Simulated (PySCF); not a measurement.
Compound: 3,3,3-trifluoropropene, C₃H₃F₃.
Cartesian coordinates in Å at the PBE0-D3(BJ)/def2-SVP level; atoms count from 1:
```xyz
9
C3H3F3 angstrom
C      1.3471    0.4367   -0.0530
C      0.3709   -0.4639   -0.0087
C     -1.0781   -0.0994    0.0323
F     -1.2762    1.2199    0.0078
F     -1.7317   -0.6269   -1.0087
F     -1.6614   -0.5754    1.1391
H      2.3950    0.1301   -0.0837
H      1.1285    1.5076   -0.0608
H      0.5640   -1.5405   -0.0014
```

Method used: PySCF, PBE0-D3(BJ)/def2-SVP geometry optimisation, gas phase.

Masses are those of the commonest isotopes; rigid-rotor values at the optimised geometry. 

(1) Give the principal moments of inertia and the rotational constants in GHz.

(2) Classify the top.

(3) What does the inertial defect say?

(4) List the rotational levels J(Ka,Kc) to J = 4 (MHz).

(5) Which lines would a microwave search look for?

## Answers

(1) Ia = 92.28, Ib = 170.81, Ic = 175.31 u·Å²; 505379 MHz·u·Å²/I gives 5476, 2959 and 2883 MHz, that is A = 5.4764, B = 2.9587, C = 2.8828 GHz.

(2) A near-prolate asymmetric top; Ray's κ = -0.941.

(3) Not planar: Δ = Ic − Ia − Ib = -87.79 u·Å². For a rigid frame Δ = −2 Σ m c², so Σ m c² = 43.89 u·Å² lies off the ab plane: 0.00 from hydrogen and 43.89 from heavier atoms. The atom farthest from that plane is 1.08 Å away.

(4) Above 0(0,0):
J = 1: 1(0,1) 5841, 1(1,1) 8359, 1(1,0) 8435
J = 2: 2(0,2) 17523, 2(1,2) 19966, 2(1,1) 20194, 2(2,1) 27747, 2(2,0) 27749
J = 3: 3(0,3) 35040, 3(1,3) 37375, 3(1,2) 37831, 3(2,2) 45271, 3(2,1) 45280, 3(3,1) 58051, 3(3,0) 58051
J = 4: 4(0,4) 58389, 4(1,4) 60586, 4(1,3) 61345, 4(2,3) 68636, 4(2,2) 68661, 4(3,2) 81420, 4(3,1) 81420, 4(4,1) 99306, 4(4,0) 99306

(5) The dipole components are |μa| = 2.14 D, |μb| = 0.64 D, |μc| = 0.00 D; the mirror of this Cs structure is the ab plane, so μc vanishes by symmetry and there are no c-type lines. Intensities carry the squares of the components, which stand as 1.00 : 0.09 (a : b). Some of the stronger lines:

| type | branch | J(Ka,Kc) | MHz | lower level (cm⁻¹) |
| --- | --- | --- | --- | --- |
| b | Q | 1(1,0) ← 1(0,1) | 2594 | 0.195 |
| b | Q | 2(1,1) ← 2(0,2) | 2671 | 0.584 |
| a | R | 1(0,1) ← 0(0,0) | 5841 | 0.000 |
| b | Q | 2(2,0) ← 2(1,1) | 7555 | 0.674 |
| b | Q | 2(2,1) ← 2(1,2) | 7781 | 0.666 |
| b | R | 1(1,1) ← 0(0,0) | 8359 | 0.000 |
| b | R | 2(0,2) ← 1(1,1) | 9163 | 0.279 |
| a | R | 2(1,2) ← 1(1,1) | 11607 | 0.279 |
| a | R | 2(0,2) ← 1(0,1) | 11681 | 0.195 |
| a | R | 2(1,1) ← 1(1,0) | 11759 | 0.281 |
| b | R | 2(1,2) ← 1(0,1) | 14125 | 0.195 |
| b | R | 2(2,1) ← 1(1,0) | 19312 | 0.281 |
| b | R | 2(2,0) ← 1(1,1) | 19389 | 0.279 |

No frequency check. No vibrational averaging or centrifugal distortion is included, and the geometry carries the error of its method.
